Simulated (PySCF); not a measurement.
# Bond length, frequency and bond energy of LiN by level of theory

State: ³Σ⁻ (triplet), unpaired electrons π ↑↑. Set-up: Li jorge-DZP-DKH, N jorge-DZP-DKH; spin-free X2C with a Gaussian nucleus (PySCF 2.14). De refers to Li + N in their high-spin ground configurations, without counterpoise correction. The functionals are run spin-unrestricted. A positive dipole means Li(−)N(+). Levels whose curve was spin-contaminated or gave no clean fit are not listed.

```
 Level  Re (Å)  ωe (cm⁻¹)  De (eV)  μ (D)
   LDA   1.924        602     1.93  -5.89
   PBE   1.941        593     1.73  -5.96
  BLYP   1.937        599     1.88  -5.81
r²SCAN   1.948        566     1.40  -6.34
  PBE0   1.916        628     1.43  -6.70
  MN15   1.916        623     1.80  -6.65
```

The bond length runs from 1.916 Å (MN15) to 1.948 Å (r²SCAN). De spans 1.40 eV (r²SCAN, meta-GGA) to 1.93 eV (LDA, local density).

The state was picked by a PBE0 search and need not be the measured ground state.
